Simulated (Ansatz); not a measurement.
**CH₆BN: a ladder of functionals and wavefunction methods**

One table from this session's results is given with a row withheld; the runs are named, their logs left out.

Method: functionals in def2-TZVPP, the program's frozen cores in correlated methods; program: Ansatz 0.2.0, Gaussian basis.

Levels to be run: LDA (SPW92), PBE-D4, revPBE-D4, BLYP-D4, r2SCAN-D4, B97M-V, PBE0-D4, B3LYP-D4, r2SCANh-D4, r2SCAN0-D4, HSE06-D4, BHLYP-D4, CAM-B3LYP-D4, LC-ωPBE, ωB97X-V, ωB97M-V, B2PLYP, PBE-QIDH; CCSD(T)/def2-SVP; CCSD(T)/def2-TZVPP; MP2/def2-QZVPP; extrapolation to the limit; RPA on PBE.

## The relaxed structure

All runs share one geometry, relaxed beforehand with PBE0-D4 in a triple-zeta def2 set.

SMILES `CBN`, 9 atoms, charge 0, spin multiplicity 1.

Atoms are counted from 1 here; the program's logs count them from 0.

Bond lengths: C1–B2 1.568 Å, C1–H4 1.095 Å, C1–H5 1.095 Å, C1–H6 1.094 Å, B2–N3 1.392 Å, B2–H7 1.202 Å, N3–H8 1.005 Å, N3–H9 1.007 Å. Angles: B2–C1–H4 110.3°, B2–C1–H5 110.4°, B2–C1–H6 114.3°, H4–C1–H5 105.5°, H4–C1–H6 108.0°, H5–C1–H6 108.0°, C1–B2–N3 122.0°, C1–B2–H7 121.0°, N3–B2–H7 117.0°, B2–N3–H8 123.2°, B2–N3–H9 123.1°, H8–N3–H9 113.7°.

Coordinates:

```xyz
9
CH6BN
C    -0.6653    0.7577   -0.5903
B     0.4593   -0.2829   -0.2562
N     0.5928   -0.8428    1.0107
H    -1.2919    0.3908   -1.4106
H    -0.2246    1.6922   -0.9543
H    -1.3199    0.9989    0.2523
H     1.2488   -0.6328   -1.0928
H     1.3062   -1.5110    1.2449
H    -0.0168   -0.6164    1.7792
```

Set-up of the first run:

Input file in.yaml:

```yaml
crystal:
  periodic: [false, false, false]
  atoms:
    - {symbol: C, position_ang: [-0.665349, 0.757727, -0.590333]}
    - {symbol: B, position_ang: [0.459350, -0.282865, -0.256154]}
    - {symbol: N, position_ang: [0.592799, -0.842845, 1.010719]}
    - {symbol: H, position_ang: [-1.291914, 0.390837, -1.410647]}
    - {symbol: H, position_ang: [-0.224645, 1.692214, -0.954324]}
    - {symbol: H, position_ang: [-1.319932, 0.998852, 0.252280]}
    - {symbol: H, position_ang: [1.248788, -0.632793, -1.092826]}
    - {symbol: H, position_ang: [1.306188, -1.511037, 1.244893]}
    - {symbol: H, position_ang: [-0.016786, -0.616389, 1.779193]}
basis:
  gaussian: {orbitals: def2-TZVPP}
hamiltonian: {xc: lda}
output: {orbitals: {seedname: orbitals}}
```

Steps of the session up to this table: LDA; PBE-D4 (GGA); revPBE-D4 (GGA); BLYP-D4 (GGA); r2SCAN-D4 (meta-GGA); B97M-V (meta-GGA); PBE0-D4 (hybrid); B3LYP-D4 (hybrid); r2SCANh-D4 (hybrid); r2SCAN0-D4 (hybrid); HSE06-D4 (hybrid); BHLYP-D4 (hybrid); CAM-B3LYP-D4 (range-separated); LC-ωPBE-D4 (range-separated; the results give it without D4); ωB97X-V (range-separated); ωB97M-V (range-separated); B2PLYP (double hybrid); PBE-QIDH (double hybrid).

One of the session's tables, all rows but one given; the rest of the session is left out.

It belongs to the step «Orbital energies across the functionals». 

```
  functional  HOMO (eV)  LUMO (eV)  gap (eV)
 LDA (SPW92)      -7.13      -0.42      6.71
      PBE-D4      -6.95      -0.18      6.77
   revPBE-D4      -6.89      -0.09      6.80
     BLYP-D4          ?          ?         ?
   r2SCAN-D4      -7.21       0.23      7.43
      B97M-V      -7.27       0.17      7.44
     PBE0-D4      -8.32       0.82      9.14
    B3LYP-D4      -8.08       0.57      8.65
  r2SCANh-D4      -7.73       0.57      8.30
  r2SCAN0-D4      -8.51       1.07      9.58
    HSE06-D4      -7.91       0.43      8.35
    BHLYP-D4      -9.60       1.57     11.17
CAM-B3LYP-D4      -9.77       1.73     11.51
     LC-ωPBE     -11.23       2.99     14.22
     ωB97X-V     -10.81       2.81     13.62
     ωB97M-V     -10.73       2.29     13.02
```

**Question.** Estimate the row for BLYP-D4.

Worked estimate for «HOMO (eV)». Against the share of exact exchange, B3LYP-D4 (0.2, -8.08), BHLYP-D4 (0.5, -9.60) give a slope of -5.07 per unit share; at 0 the line stands at -7.07.

**Answer.** HOMO (eV): -6.82; LUMO (eV): -0.06; gap (eV): 6.76. In «HOMO (eV)» the line misses by -0.25.
